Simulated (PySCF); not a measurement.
Molecule: `CP(C)(C)=N`, C3H10NP.

Molfile (atoms numbered from 1):
```
C3H10NP
     RDKit          3D

 15 14  0  0  0  0  0  0  0  0999 V2000
   -0.1906    1.4856   -1.1265 C   0  0  0  0  0  0  0  0  0  0  0  0
   -0.4278    0.3834    0.2894 P   0  0  0  0  0  5  0  0  0  0  0  0
   -1.2983   -1.0756   -0.4046 C   0  0  0  0  0  0  0  0  0  0  0  0
    1.2444   -0.2924    0.6300 C   0  0  0  0  0  0  0  0  0  0  0  0
   -1.1422    1.2085    1.4188 N   0  0  0  0  0  0  0  0  0  0  0  0
    0.3047    0.9767   -1.9651 H   0  0  0  0  0  0  0  0  0  0  0  0
    0.4125    2.3437   -0.7985 H   0  0  0  0  0  0  0  0  0  0  0  0
   -1.1751    1.8587   -1.4417 H   0  0  0  0  0  0  0  0  0  0  0  0
   -1.4138   -1.8340    0.3846 H   0  0  0  0  0  0  0  0  0  0  0  0
   -0.7627   -1.5238   -1.2553 H   0  0  0  0  0  0  0  0  0  0  0  0
   -2.3014   -0.7587   -0.7249 H   0  0  0  0  0  0  0  0  0  0  0  0
    1.6980   -0.7644   -0.2549 H   0  0  0  0  0  0  0  0  0  0  0  0
    1.8848    0.5307    0.9790 H   0  0  0  0  0  0  0  0  0  0  0  0
    1.1740   -1.0382    1.4363 H   0  0  0  0  0  0  0  0  0  0  0  0
   -1.3284    0.6856    2.2728 H   0  0  0  0  0  0  0  0  0  0  0  0
  1  2  1  0
  2  3  1  0
  2  4  1  0
  2  5  2  0
  1  6  1  0
  1  7  1  0
  1  8  1  0
  3  9  1  0
  3 10  1  0
  3 11  1  0
  4 12  1  0
  4 13  1  0
  4 14  1  0
  5 15  1  0
M  END
```

Geometry PBE0-D3(BJ)/def2-SVP throughout; GIAO in PySCF, gas phase, one conformer, non-relativistic; equivalent atoms averaged; functional PBE0.

(1) How do the shifts δ (against TMS, H3PO4, NH3 at the same level) depend on the basis set? (ppm; last column core-seconds on 1 thread of an Intel Xeon Platinum 8488C, shared host)

(2) Which nucleus moves most, in ppm?

(3) Taking the largest basis, def2-TZVP (221 functions), as the yardstick, rank the others by their worst heavy-atom deviation.

Results:

(1) 
```csv
basis set,functions,C1/C3/C4,P2,N5,H6/H7/H8/H9/H10/H11/H12/H13/H14,H15,core-s
STO-3G,39,13.3,-101.8,1.7,0.84,-2.30,3.2
6-31G,69,19.5,-83.4,27.2,1.01,-0.51,6.5
6-31G*,94,18.6,-16.7,28.0,0.95,-0.33,8.8
def2-SVP,124,20.3,-16.1,39.7,1.09,-0.76,11
"6-311+G(2d,p)",203,21.3,-18.8,44.4,1.18,-0.66,23
def2-TZVP,221,21.1,-14.3,48.4,1.20,-0.83,27
```

(2) P2 (phosphorus bonded to 3 C, N): from -101.8 ppm with STO-3G to -14.3 ppm with def2-TZVP. The smallest spread is 0.36 ppm, at H6/H7/H8/H9/H10/H11/H12/H13/H14. Proton shifts span only some 12 ppm, so a few tenths of a ppm matter as much there as several ppm in carbon.

(3) 6-311+G(2d,p) 4.4 ppm (203 functions), def2-SVP 8.8 ppm (124 functions), 6-31G* 20.5 ppm (94 functions), 6-31G 69.1 ppm (69 functions), STO-3G 87.5 ppm (39 functions).

A small basis that lands close on one nucleus may do so by chance; judge by the trend and by all nuclei.
